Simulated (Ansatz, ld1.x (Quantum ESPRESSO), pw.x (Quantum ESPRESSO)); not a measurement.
**pw.x on fcc B: one setting changed**

Potential: norm-conserving RRKJ (Kleinman–Bylander form), ld1.x (Quantum ESPRESSO) 7.5, PBEsol; core [He], reference 2s2 2p1; waves: 2s (bound): rc 1.30 bohr; 2p (bound): rc 1.90 bohr; 3d channel at 0.1 Ry: rc 1.80 bohr; local part: all-electron potential smoothed inside 1.25 bohr (lloc = -1); core correction: none.

The reference run (k-mesh 18³, cutoffs 55/220 Ry, Fermi–Dirac 0.01 Ry, mixing_beta 0.4, conv_thr 1e-9, no spin) gives -3.14 GPa at 5.836 Å³/atom, where all-electron LAPW gives -0.51 GPa. This run, with its own iteration cap, changes smearing to gauss.

```
&control
  calculation='scf', prefix='x', pseudo_dir='./', outdir='./tmp', tstress=.true., disk_io='none'
/
&system
  ibrav=0, nat=1, ntyp=1, ecutwfc=55, ecutrho=220, nbnd=8,
  occupations='smearing', smearing='gauss', degauss=0.01
/
&electrons
  conv_thr=1e-09, mixing_beta=0.4, electron_maxstep=50
/
ATOMIC_SPECIES
B 1.0 B.UPF
CELL_PARAMETERS angstrom
  0.00000000 1.42898750 1.42898750
  1.42898750 0.00000000 1.42898750
  1.42898750 1.42898750 0.00000000
ATOMIC_POSITIONS crystal
B 0.0000 0.0000 0.0000
K_POINTS automatic
18 18 18 0 0 0
```

```bash
pw.x < B.scf.in > B.scf.out
```

Question: How does the run end?

Answer: It converges in 5 iterations; the free energy moves by +6.1 meV/atom and the pressure by -0.20 GPa. Gaussian smearing of the same width is narrower in effect than Fermi–Dirac, so its quadratic term in F is smaller.

```
Message from routine setup:
     using ibrav=0 with symmetry is DISCOURAGED, use correct ibrav instead
     lattice parameter (alat)  =       3.8189  a.u.
     unit-cell volume          =      39.3833 (a.u.)^3
     number of electrons       =         3.00
     number of Kohn-Sham states=            8
     kinetic-energy cutoff     =      55.0000  Ry
     charge density cutoff     =     220.0000  Ry
     scf convergence threshold =      1.0E-09
     Exchange-correlation= PBESOL
     number of k points=   195  Gaussian smearing, width (Ry)=  0.0100
     iteration #  1     ecut=    55.00 Ry     beta= 0.40
     total energy              =      -5.57295989 Ry
     estimated scf accuracy    <       0.00129577 Ry
     iteration #  2     ecut=    55.00 Ry     beta= 0.40
     total energy              =      -5.57290470 Ry
     estimated scf accuracy    <       0.00044935 Ry
     iteration #  3     ecut=    55.00 Ry     beta= 0.40
     total energy              =      -5.57290712 Ry
     estimated scf accuracy    <       0.00000007 Ry
     iteration #  4     ecut=    55.00 Ry     beta= 0.40
     total energy              =      -5.57290714 Ry
     estimated scf accuracy    <          5.8E-09 Ry
     iteration #  5     ecut=    55.00 Ry     beta= 0.40
     the Fermi energy is    14.5378 ev
!    total energy              =      -5.57290714 Ry
     estimated scf accuracy    <          1.5E-10 Ry
     smearing contrib. (-TS)   =      -0.00019459 Ry
     The total energy is F=E-TS. E is the sum of the following terms:
     one-electron contribution =       4.25252722 Ry
     hartree contribution      =       0.01836823 Ry
     xc contribution           =      -2.20328897 Ry
     ewald contribution        =      -7.64031902 Ry
     convergence has been achieved in   5 iterations
          total   stress  (Ry/bohr**3)                   (kbar)     P=      -33.39
     Message from routine punch:
     Nothing written, as per user request (disk_io='none')
```

The run took about 3.2 s on one core of a shared server CPU.
